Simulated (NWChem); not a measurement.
Species: Na2; SMILES [Na][Na]

```xyz
2

Na     0.0000     0.0000    -1.5625
Na     0.0000     0.0000     1.5625
```
Atoms are numbered in this order, from 1.

Results from NWChem. Pople sets run with spherical d functions. All runs use the structure optimised with PBE0/def2-SVP. B3LYP is NWChem's, with the RPA form of VWN correlation. Total energies compare along this basis series because the functional is fixed.

```csv
level,basis functions,energy (Ha),highest occupied level (eV),orbital gap (eV)
B3LYP/3-21G,26,-322.5699,-3.54,2.01
B3LYP/6-31G*,36,-324.5867,-3.55,2.00
B3LYP/6-31+G*,44,-324.5868,-3.55,2.00
B3LYP/def2-SVP,30,-324.4895,-3.49,2.03
B3LYP/def2-SVPD,36,-324.4907,-3.49,2.00
B3LYP/def2-TZVP,64,-324.6096,-3.54,2.01
B3LYP/6-311++G**,60,-324.6005,-3.53,2.00
B3LYP/aug-cc-pVTZ,100,-324.6207,-3.53,1.99
```
